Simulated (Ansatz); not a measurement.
**BH₃Cl (doublet): the correlation ladder at distance B1–H4 along a hydrogen transfer = 1.932 Å, cc-pVDZ**

How much of the correlation energy of BH₃Cl (doublet) does each wave-function method recover here?

Method: cc-pVDZ, correlated electrons: outside noble gas; program: Ansatz 0.2.0, Gaussian basis.

Plan: UHF; CCSD(T) on ROHF; CCSD(T) on UHF; BCCD(T) on ROHF; CISD; CCSDT(Q) on ROHF; CCSDT(Q) on UHF; CASSCF and MRCISD+Q, 3 electrons in 3 orbitals; CASSCF and NEVPT2, 3 electrons in 3 orbitals; CASSCF and NEVPT2, 13 electrons in 11 orbitals.

### Step 1. The geometry

The geometry derives from fragments relaxed apart (PBE0/def2-TZVP) and kept rigid, so it is no stationary point. A hydrogen atom is moved between rigid fragments.

5 atoms, charge 0, spin multiplicity 2.

Atoms are counted from 1 here; the program's logs count them from 0.

Bond lengths: B1–H2 1.193 Å, B1–H3 1.193 Å, H4–Cl5 1.350 Å. Angles: H2–B1–H3 120.0°.

In the tables R marks a restricted open-shell determinant and U an unrestricted one; 'valence' is the active space of 13 electrons in 11 orbitals; 'pair' is the active space of 3 electrons in 3 orbitals; correlation energies count from the lowest restricted Hartree-Fock solution.

### Step 2. UHF

Input file in.yaml:

```yaml
crystal:
  periodic: [false, false, false]
  atoms:
    - {symbol: B, position_ang: [-2.375864, 0.000000, 0.000000]}
    - {symbol: H, position_ang: [-2.972597, 1.033571, 0.000000]}
    - {symbol: H, position_ang: [-2.972597, -1.033571, 0.000000]}
    - {symbol: H, position_ang: [-0.443864, 0.000000, 0.000000]}
    - {symbol: Cl, position_ang: [0.906136, 0.000000, 0.000000]}
basis:
  gaussian: {orbitals: cc-pVDZ}
magnetization: {spin_polarized: true, initial_magnetization: 1}
hamiltonian: {xc: hf}
output: {orbitals: {seedname: orbitals}}
```

The run is started by

```sh
$ ansatz run in.yaml --threads 1 --pin off --events-out ev --progress --plain --max-ram 2393MiB
```

The runs that follow: CCSD(T) on ROHF; CCSD(T) on UHF; BCCD(T) on ROHF; CISD; CCSDT(Q) on ROHF; CCSDT(Q) on UHF; CASSCF and MRCISD+Q, 3 electrons in 3 orbitals; CASSCF and NEVPT2, 3 electrons in 3 orbitals; CASSCF and NEVPT2, 13 electrons in 11 orbitals.

Q: Predict the results of all the runs planned. Wanted: correlation energy, UCCSDT(Q); RMP2 from UCCSDT(Q); UMP2 from UCCSDT(Q); RCCSD from UCCSDT(Q); RCCSD(T) from UCCSDT(Q); UCCSD(T) from UCCSDT(Q); RCCSDT(Q) from UCCSDT(Q); NEVPT2 pair from UCCSDT(Q); MRCISD+Q pair from UCCSDT(Q).

**Answer**, as computed:

| quantity | value |
| --- | --- |
| correlation energy, UCCSDT(Q) | -7.1216 eV |
| RMP2 from UCCSDT(Q) | +25.69 kcal/mol |
| UMP2 from UCCSDT(Q) | +25.68 kcal/mol |
| RCCSD from UCCSDT(Q) | +3.31 kcal/mol |
| RCCSD(T) from UCCSDT(Q) | +0.64 kcal/mol |
| UCCSD(T) from UCCSDT(Q) | +0.64 kcal/mol |
| RCCSDT(Q) from UCCSDT(Q) | +0.01 kcal/mol |
| NEVPT2 pair from UCCSDT(Q) | +25.25 kcal/mol |
| MRCISD+Q pair from UCCSDT(Q) | +0.72 kcal/mol |
| NEVPT2 valence from UCCSDT(Q) | +29.82 kcal/mol |
| levels of the table within 1 kcal/mol (43 meV) | RCCSD(T), UCCSD(T), BCCD(T), RCCSDT, UCCSDT, RCCSDT(Q), MRCISD+Q pair |
| T1 diagnostic | 0.013 |
| effectively unpaired electrons | 1.01 |

What this shows: RCCSD(T) lands +0.64 kcal/mol from the yardstick (0.4 % of the correlation energy). One determinant dominates. Of the multireference levels listed MRCISD+Q pair comes nearest in total energy (+0.72 kcal/mol), which doesn't show that its space is the better one. These misses are within one basis, not against nature; the frozen cores of restricted and unrestricted runs differ, which can shift their rows.
